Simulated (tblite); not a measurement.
Species: C4H4OS.
Geometry (GFN2-xTB, Å), atoms numbered from 1 in this order:
```xyz
10
C4H4OS angstrom
C     -1.103   -0.515    0.384
C     -0.543    0.701   -0.306
O     -1.221    1.616   -0.706
C      0.923    0.707   -0.468
C      1.724   -0.239   -0.065
S      2.612   -1.404    0.443
H     -0.847   -1.409   -0.180
H     -2.184   -0.427    0.460
H     -0.673   -0.605    1.379
H      1.320    1.581   -0.964
```

Level: GFN2-xTB in tblite, geometry and Hessian alike; calculated harmonic values, unscaled, isolated species. This tight-binding method is rough: wavenumbers can miss measured ones by several per cent, in bad cases by 10 to 20. One conformer, not necessarily the lowest.

Harmonic wavenumbers (cm⁻¹): 74.3, 101.7, 105.4, 326.1, 359.7, 465.8, 494.5, 514.3, 681.9, 811.2, 939.5, 995.3, 1008.8, 1167.7, 1198.5, 1370.3, 1449.8, 1455.2, 1728.9, 1869.0, 3025.6, 3031.4, 3058.5, 3059.0.

A = 8832, B = 1440, C = 1248 MHz; mass 99.998 u (most abundant isotopes); point group Cs, symmetry number 1.

**Question.** Zero-point energy?

**Answer.** ½Σν̃ = 14646 cm⁻¹ = 41.88 kcal/mol.

**Question.** What is S at 298.15 K and 1 bar for an ideal gas of classical rigid rotors and harmonic oscillators?

**Answer.** Translation 39.74, rotation 27.41, vibration 16.23: S = 83.4 cal/(mol K).

**Question.** And Cp and H(298.15 K) − H(0)?

**Answer.** Cp = 24.27 cal/(mol K), of which vibrations give 16.32 (their classical limit is 24 R = 47.7); H(298.15 K) − H(0) = 4.91 kcal/mol without the zero-point energy, 2.54 from vibrations.

**Question.** Blend soft modes into free rotors: weight 1/[1 + (100 cm⁻¹/ν̃)⁴] for the oscillator and the rest for a rotor with moment μB/(μ + B), μ = h/(8π²ν), B = 10⁻⁴⁴ kg m². What vibrational entropy results?

**Answer.** 15.04 cal/(mol K) in place of 16.23, which changes −T·S at 298.15 K by +0.36 kcal/mol.

**Question.** What must be added to the electronic energy to get the Gibbs energy at 298.15 K and 1 bar?

**Answer.** ZPE + [H(298.15 K) − H(0)] − T·S = 41.88 + 4.91 − 24.86 = 21.93 kcal/mol.

**Question.** Which modes carry the vibrational entropy at 298.15 K?

**Answer.** 74.3 cm⁻¹: 4.04; 101.7 cm⁻¹: 3.42; 105.4 cm⁻¹: 3.35; 326.1 cm⁻¹: 1.28; 359.7 cm⁻¹: 1.12; 465.8 cm⁻¹: 0.75 cal/(mol K); the other 18 give 2.27 together.

**Question.** How do the functions run with temperature in this model?

**Answer.** 
```
T (K)  S (cal/(mol K))  Cp (cal/(mol K))  H − H(0) (kcal/mol)  G − H(0) (kcal/mol)  ln q(vib)
  150             69.6              16.7                 1.86                -8.57       1.71
  250             79.3              21.9                 3.80               -16.03       3.19
  400             91.2              28.8                 7.62               -28.85       5.33
  600            104.2              35.7                14.12               -48.43       8.03
  900            120.1              42.3                25.91               -82.18      11.74
```

q(vib) and H(0) count from the zero-point level.

Hindered rotation and anharmonicity are outside this model. Other conformers, if any are populated, would add a mixing term that is left out.

Hardware: one thread of an Arm Neoverse V1, shared host. Cost: 0.2 s of wall time. This covers the Hessian and the dipole derivatives.
